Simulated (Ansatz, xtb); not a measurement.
## Ligand exchange: H3NO + H2O → H2O2 + NH3

Gas-phase species: H3NO (hydroxylamine) `NO`, singlet; H2O `O`, singlet; H2O2 (hydrogen peroxide) `OO`, singlet; NH3 (ammonia) `N`, singlet. The partners trade NH2 for OH: O–NH2 and H–OH bonds give way to O–OH and H–NH2.

Shapes, held fixed at every level: PBE0-D4/def2-TZVP. Flexible molecules stand in one conformer, not always the lowest. Programs: Ansatz 0.2.0, xtb 6.7.1. The zero-point and thermal change to 298 K, harmonic and unscaled (PBE0-D4/def2-TZVP), is -2.0 kJ/mol.

Task: Estimate the reaction enthalpy at 298 K.

Result: From tabulated heats of formation (Active Thermochemical Tables), ΔH(298 K) = +104.3 kJ/mol. Nearest: r2SCAN0-D4/def2-TZVPP (+1.1); farthest: GFN0-xTB (-21.2). 6 of 8 levels lie within 10 kJ/mol. The CBS estimate extrapolates MP2 from def2-TZVPP and def2-QZVPP and adds CCSD(T) − MP2 in the triple-zeta set, cores frozen.

```json
{"level": "GFN0-xTB", "kind": "semi-empirical", "ΔH (kJ/mol)": "+83.1", "computed − measured": "-21.2"}
{"level": "B3LYP/6-31G* (Cartesian functions)", "kind": "global hybrid", "ΔH (kJ/mol)": "+84.2", "computed − measured": "-20.1"}
{"level": "r2SCAN0-D4/def2-TZVPP", "kind": "global hybrid", "ΔH (kJ/mol)": "+105.4", "computed − measured": "+1.1"}
{"level": "wB97X-V/def2-TZVPP", "kind": "range-separated hybrid", "ΔH (kJ/mol)": "+101.5", "computed − measured": "-2.8"}
{"level": "B2PLYP/def2-TZVPP", "kind": "double hybrid", "ΔH (kJ/mol)": "+101.9", "computed − measured": "-2.4"}
{"level": "CCSD(T)/def2-TZVPP", "kind": "coupled cluster or CI", "ΔH (kJ/mol)": "+102.8", "computed − measured": "-1.5"}
{"level": "CCSD/def2-TZVPP", "kind": "coupled cluster or CI", "ΔH (kJ/mol)": "+105.7", "computed − measured": "+1.4"}
{"level": "CCSD(T)/CBS estimate", "kind": "coupled cluster or CI", "ΔH (kJ/mol)": "+107.0", "computed − measured": "+2.7"}
```
